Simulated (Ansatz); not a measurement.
Input for Ansatz (a first-principles code): R-r2SCAN/def2-TZVPPD on H2O (SMILES O). Files ending in .json are basis or fitting sets from the Basis Set Exchange.

Ansatz 0.2 input:
```yaml
crystal:
  periodic: [false, false, false]
  atoms:
    - {symbol: O, position_ang: [1.56850100, 0.10589200, 0.00000500]}
    - {symbol: H, position_ang: [0.60673600, -0.03396200, -0.00062800]}
    - {symbol: H, position_ang: [1.94051900, -0.78000500, 0.00022200]}
basis:
  gaussian:
    orbitals: def2-TZVPPD.json
hamiltonian:
  xc: {name: r2SCAN}
scf: {lower_state_search: off}
```

The head of its log:

```
WARN ansatz: RAYON_NUM_THREADS=1 ignored (pool sized by the plan → 1); use --threads N
Functional definition: r2SCAN
these checks for a lower state are left out or cut short: stability, starts, cluster_reference, orbital_swaps, neighbouring_geometries, increment
integrals: 0.01 GiB planned
302 factors; their error is unknown
mean field: 0.12 GiB planned
mean field evaluation 1: about -2074.8587 eV, gradient 5.5e1 eV
mean field evaluation 2: about -2060.5034 eV, gradient 1.0e2 eV
```

### Question
What total energy does the run end on?

### Answer
-76.4254 hartree.
